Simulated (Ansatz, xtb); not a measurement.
## A geometry optimisation of C3H3FOS with r2SCAN-D4/def2-SVP

The starting geometry of this gas-phase singlet was built from a drawn formula by distance geometry and a force field; its bonds are those of `CC1=C(F)OS1`.

```yaml
atoms:
  - { symbol: C, position_ang: [0.7811, 1.1210, 0.9739] }
  - { symbol: C, position_ang: [0.2528, -0.1275, 0.2456] }
  - { symbol: C, position_ang: [-0.4849, -1.2044, 0.6841] }
  - { symbol: F, position_ang: [-0.9425, -1.4846, 1.8719] }
  - { symbol: O, position_ang: [-0.5258, -1.8772, -0.4352] }
  - { symbol: S, position_ang: [0.3676, -0.7895, -1.3348] }
  - { symbol: H, position_ang: [1.8531, 1.1666, 0.9260] }
  - { symbol: H, position_ang: [0.4451, 1.1379, 2.0384] }
  - { symbol: H, position_ang: [0.3958, 2.0193, 0.4665] }
```

**Question.** Where would you expect an optimisation with r2SCAN-D4/def2-SVP to take it?

**Answer.** It keeps its bonds, and is `CC1=C(F)OS1`.

The energy falls by 0.68 eV over 8 steps:

```
step  E − E(last) (eV)
   1             0.676
   2             0.181
   3             0.017
   4             0.006
   5             0.003
   6             0.000
   7             0.000
   8             0.000
```

Final geometry (Å):

| atom | x (Å) | y (Å) | z (Å) |
| --- | --- | --- | --- |
| C | 0.7892 | 1.1461 | 0.9525 |
| C | 0.2652 | -0.0922 | 0.3420 |
| C | -0.4544 | -1.1760 | 0.6929 |
| F | -1.0224 | -1.6050 | 1.7924 |
| O | -0.5709 | -1.9553 | -0.4138 |
| S | 0.3640 | -0.7800 | -1.3185 |
| H | 1.8901 | 1.1965 | 0.9109 |
| H | 0.4926 | 1.1764 | 2.0119 |
| H | 0.3887 | 2.0512 | 0.4661 |

From the same start GFN2-xTB reaches the same bonding as this run.

The end wasn't checked by frequencies. Run with Ansatz 0.2.0, 15 s on 2 threads of Intel(R) Xeon(R) Processor @ 2.70GHz, on a shared host.
